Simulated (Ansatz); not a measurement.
Total energies of AlH2Et (C₂H₇Al) from Ansatz at PBE-D4/def2-TZVPD, gas phase (1 Eh = 27.2114 eV = 2625.5 kJ/mol). The reference geometry is relaxed at PBE0-D4/def2-TZVP.

| state | geometry | energy (Eh) |
| --- | --- | --- |
| charge 0 singlet | reference | -322.60758 |
| charge -1 doublet | reference | -322.60970 |
| free Al atom (doublet) | – | -242.22767 |
| free H atom (doublet) | – | -0.49962 |
| free C atom (triplet) | – | -37.79605 |

(1) Work out the vertical electron affinity, to the doublet.

(2) What is the binding energy per atom against free atoms?

(1) E(charge 0 singlet) − E(charge -1 doublet) = -322.60758 − (-322.60970) = 0.00212 Eh = 0.06 eV; so near zero that its sign isn't settled.

(2) Atoms: 1 × (-242.22767) + 7 × (-0.49962) + 2 × (-37.79605) = -321.31711 Eh. Binding: -321.31711 − (-322.60758) = 1.29047 Eh = 35.12 eV, or 3.51 eV for each of 10 atoms (no zero-point energy, no counterpoise term).

At PBE-D4/def2-TZVPD the highest occupied level of the charge -1 doublet lies above zero (up to 2.13 eV). Energy differences disagree on whether the electron is bound (positive means bound): 0.06 eV (vertical, to the charge 0 singlet, at PBE-D4/def2-TZVPD), but -0.28 eV at CCSD/def2-TZVPD.
